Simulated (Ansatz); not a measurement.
Geometry optimisation, UKS r2SCAN-D4/def2-SVP in Ansatz.

Input file:

```yaml
crystal:
  periodic: [false, false, false]
  atoms:
    - { symbol: Si, position_ang: [-0.331781, -0.010315, 0.225386] }
    - { symbol: H, position_ang: [-0.417044, 0.920259, -0.879247] }
    - { symbol: O, position_ang: [1.222912, -0.522834, -0.132347] }
    - { symbol: H, position_ang: [1.328141, 0.046947, -0.909325] }
    - { symbol: H, position_ang: [-1.351704, -1.093295, 0.144526] }
    - { symbol: H, position_ang: [-0.450423, 0.659137, 1.551107] }
magnetization:
  spin_polarized: true
basis:
  gaussian: { orbitals: def2-SVP }
hamiltonian:
  xc: r2scan
  dispersion: d4
relax:
  f_tol: 0.03
  max_steps: 50
```

Run as:

```bash
$ ansatz run input.yaml --threads 2 --pin off --max-ram 3072MiB --backend cpu --events-out ev --progress --plain --runs-dir out
```

Task: Where does it end, and by what steps?

Result: It converged. After 5 steps the energy has fallen by 0.327 eV; H4 moved furthest, 0.37 Å.

```csv
step,energy less start (eV),largest force component (eV/Å),accepted
0,0.0000,0.905,yes
1,-0.2137,0.595,yes
2,-0.2985,0.996,yes
3,-0.3203,0.363,yes
4,-0.3257,0.172,yes
5,-0.3267,0.010,yes
```

```xyz
6
Properties=species:S:1:pos:R:3
Si -0.351 0.036 0.179
H -0.750 1.059 -0.839
O 1.194 -0.515 -0.124
H 1.645 -0.136 -0.884
H -1.319 -1.097 0.132
H -0.419 0.652 1.536
```

Run time: 11 s on 2 threads of Arm Neoverse V1 (shared host), peak memory 0.15 GiB.
